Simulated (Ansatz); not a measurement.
Ga2O3 (C2/m, No. 12) was calculated with LDA in Ansatz (PAW).

Settings: plane-wave cutoff 520 eV, 12×12×6 k mesh (along the axes of the cell as run), Fermi–Dirac smearing 0.01 eV, scalar-relativistic PAW data made under PBE.

Computed at the level's own relaxed cell.

**Question.** Give the computed band gap and smallest direct gap on the k points sampled.

**Answer.** 
- band gap = 2.51 eV (indirect)
- smallest direct gap on the k points sampled = 2.53 eV

Measured, for comparison: band gap 4.85 ± 0.1 eV (room temperature, no zero-point or thermal correction, ARPES, indirect, as cited; as tabulated in Mengle et al. (2016), arXiv:1902.02681).

Spin–orbit coupling is not included.

The computed numbers hold no vibrational or temperature effects.

It cost around 3 core-minutes (rough) of CPU time.

Ansatz is a first-principles code.
